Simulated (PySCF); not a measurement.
**Working out the ionisation energy of Al**

Al [Ne] 3s2 3p1 (2P) → Al⁺ [Ne] 3s2 (1S). Calculation: PySCF 2.14, in x2c-QZVPPall with one added diffuse shell each of s, p, d, f type (10s7p5d3f1g, 86 functions); scalar relativity by spin-free X2C-1e. Frozen: 1s2. Energies in hartree (1 hartree = 27.21139 eV):

| part | Al (lower) | Al⁺ (upper) |
| --- | --- | --- |
| UHF | -242.317477 | -242.111693 |
| CCSD correlation | -0.220921 | -0.209591 |
| (T) | -0.003592 | -0.002511 |

Q: What does Hartree-Fock give?

A: (-242.111693) − (-242.317477) = 0.205784 hartree = 5.600 eV.

Q: What do CCSD and CCSD(T) give?

A: The CCSD correlation energies differ by 0.011330 hartree = 0.308 eV and the triples by 0.001081 hartree = 0.029 eV, so CCSD gives 5.908 eV and CCSD(T) 5.937 eV.

Measured between the centres of the two terms (NIST): 5.977 eV, so CCSD(T) (valence and next inner shell) is off by -0.040 eV.

What remains against the reference includes basis incompleteness, the frozen core and higher excitations.
